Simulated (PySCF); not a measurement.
SiCl₂ (singlet state).
Numbering: `[Cl:1][Si:2][Cl:3]`

Cartesian coordinates in Å at the GFN2-xTB level; atoms count from 1:
```
atom  x, y, z in Å
Cl1   -1.5785   -0.4435   -0.0024
Si2   -0.0005    0.8688   -0.0117
Cl3    1.5904   -0.4278    0.0016
```

The calculation used CAM-B3LYP/def2-SVPD in PySCF (dipole) on a GFN2-xTB geometry, gas phase.

Take the most abundant isotopes and a rigid rotor. 

Problem. Give the principal moments of inertia and the rotational constants in MHz.

Solution. Ia = 34.01, Ib = 175.58, Ic = 209.59 u·Å²; 505379 MHz·u·Å²/I gives A = 14860, B = 2878, C = 2411 MHz.

Problem. What kind of rotor is it?

Solution. A near-prolate asymmetric top. Ray's parameter κ = (2B − A − C)/(A − C) = -0.925; −1 is the prolate and +1 the oblate limit.

Problem. Predict some low-J microwave lines.

Solution. The dipole components are |μa| = 0.00 D, |μb| = 0.88 D, |μc| = 0.00 D; the symmetry axis of this C2v structure is b, so μa and μc vanish by symmetry and there are no a-type or c-type lines. Some lines, for components of 0.1 D or more:

```json
{"type": "b", "branch": "Q", "J(Ka,Kc)": "1(1,0) ← 1(0,1)", "MHz": "12449", "lower level (cm⁻¹)": "0.176"}
{"type": "b", "branch": "Q", "J(Ka,Kc)": "2(1,1) ← 2(0,2)", "MHz": "12929", "lower level (cm⁻¹)": "0.529"}
{"type": "b", "branch": "Q", "J(Ka,Kc)": "3(2,1) ← 3(1,2)", "MHz": "35320", "lower level (cm⁻¹)": "1.513"}
{"type": "b", "branch": "Q", "J(Ka,Kc)": "4(2,3) ← 4(1,4)", "MHz": "39005", "lower level (cm⁻¹)": "2.093"}
{"type": "b", "branch": "R", "J(Ka,Kc)": "2(2,1) ← 1(1,0)", "MHz": "46992", "lower level (cm⁻¹)": "0.592"}
{"type": "b", "branch": "R", "J(Ka,Kc)": "4(2,2) ← 3(1,3)", "MHz": "59404", "lower level (cm⁻¹)": "1.419"}
{"type": "b", "branch": "Q", "J(Ka,Kc)": "4(3,1) ← 4(2,2)", "MHz": "60923", "lower level (cm⁻¹)": "3.401"}
{"type": "b", "branch": "R", "J(Ka,Kc)": "3(3,1) ← 2(2,0)", "MHz": "76940", "lower level (cm⁻¹)": "2.160"}
{"type": "b", "branch": "R", "J(Ka,Kc)": "3(3,0) ← 2(2,1)", "MHz": "76954", "lower level (cm⁻¹)": "2.159"}
{"type": "b", "branch": "Q", "J(Ka,Kc)": "4(4,1) ← 4(3,2)", "MHz": "85483", "lower level (cm⁻¹)": "5.433"}
{"type": "b", "branch": "R", "J(Ka,Kc)": "4(4,1) ← 3(3,0)", "MHz": "106667", "lower level (cm⁻¹)": "4.726"}
```

Problem. Estimate the classical rotational partition function at 10 K, 100 K and 200 K.

Solution. Point group C2v, symmetry number σ = 2; q = (√π/σ)·√((kT/h)³/(ABC)), k/h = 20836.6 MHz/K: 262 at 10 K, 8300 at 100 K, 23500 at 200 K.

No GFN2-xTB frequencies stand behind this structure, so it isn't proved a minimum. These are rigid-rotor constants of the computed structure; measured ground-state constants (B0) also hold zero-point vibration. Quadrupole hyperfine structure (35Cl) is left out.
